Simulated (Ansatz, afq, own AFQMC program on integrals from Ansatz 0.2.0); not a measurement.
## TaCl⁺, sextet in def2-SVP, levels against CCSDT(Q)

```xyz
2

Ta    0.0000    0.0000    0.0000
Cl    0.0000    0.0000    2.8752
```

Basis def2-SVP with its core potentials. Noble-gas cores (and the filled d shells of Ga–Kr and In–Xe) are frozen. Ansatz 0.2.0 and our own AFQMC program on the same integrals; the CISD trial comes from CCSD amplitudes, and released means the phaseless constraint is let go. Uncertainties: one standard error, sampling alone. No spin–orbit coupling. The metal's outer-core s and p shells are frozen, which shifts wave-function levels against functionals.

Determinant: UHF, the one that the program's search chose, which needn't be the lowest solution. The geometry is a PBE0/def2-TZVP stationary point of this or a neighbouring charge and spin state.

No full CI on the walks' own integrals is used here; CCSDT(Q) serves as the reference and is uncertain by about the last step of the cluster series.

Cautions: no spin-orbit coupling; outer-core shells of the metal frozen; lower spins were not checked.

The T1 diagnostic is 0.0110, the weight of the determinant in the CISD state is 0.932 and the ⟨S²⟩ of the determinant is 8.760. The size of the correlated space is 11 electrons in 41 orbitals.

| level | correlation energy (eV) |
| --- | --- |
| MP2 | -3.6534 |
| CCSD | -4.2608 |
| CCSD(T) | -4.3137 |

(1) Estimate where phaseless AFQMC with a CISD trial lies against CCSD(T) on the same integrals.

(1) 0.81 ± 0.18 mEh below CCSD(T).

Reference: CCSDT(Q), correlation energy -4.330 eV. The released energy is read at 2.40 1/Eh (meV from the phaseless value at times in 1/Eh: 9 ± 7 at 0.24, 10 ± 7 at 0.51, 9 ± 6 at 0.99, 3 ± 7 at 1.62, 13 ± 8 at 2.40).

| level | E − E(reference) (mEh) | share of correlation (%) |
| --- | --- | --- |
| CCSD(T) | 0.60 | 99.62 |
| CCSDT | 0.18 | 99.89 |
| ph-AFQMC/CISD | -0.21 ± 0.18 | 100.13 |
| released AFQMC | 0.25 ± 0.28 | 99.84 |

A walk keeps the symmetry of its determinant, which the program's search chose and which needn't be the lowest solution, so a lower state of the same spin and another symmetry isn't excluded. Released energies are given only where the last usable release times agree within the noise; a slower fall can still hide under it.
